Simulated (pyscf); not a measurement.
Structures and frequencies: ωB97X-D3(BJ)/def2-SVP in PySCF.

Task: For the elementary gas-phase step silanol (HO–SiH₃) + silylamine (H₂N–SiH₃) → H₃Si–NH–SiH₃ + water (H₂O) (singlet surface; O–Si, H–N broken, N–Si, H–O formed), what barrier and reaction energy does ωB97M-D3(BJ)/def2-TZVP give, measured from the separated reactants?

Result: ΔE‡ = 30.8 kcal/mol, ΔE = +7.9 kcal/mol. Zero-point energy shifts the barrier by -0.1 kcal/mol. It is a four-centre exchange, with an imaginary mode of 1056i cm⁻¹. On the reactant side the descent ends in a complex (not fully relaxed), 4.4 kcal/mol under the separated species and 33.6 kcal/mol under the saddle at ωB97X-D3(BJ)/def2-TZVP. On the product side the descent ends in a complex, 4.2 kcal/mol under the separated species and 27.0 kcal/mol under the saddle at ωB97X-D3(BJ)/def2-TZVP. This is the saddle that the search found; another between the same sides may lie lower.
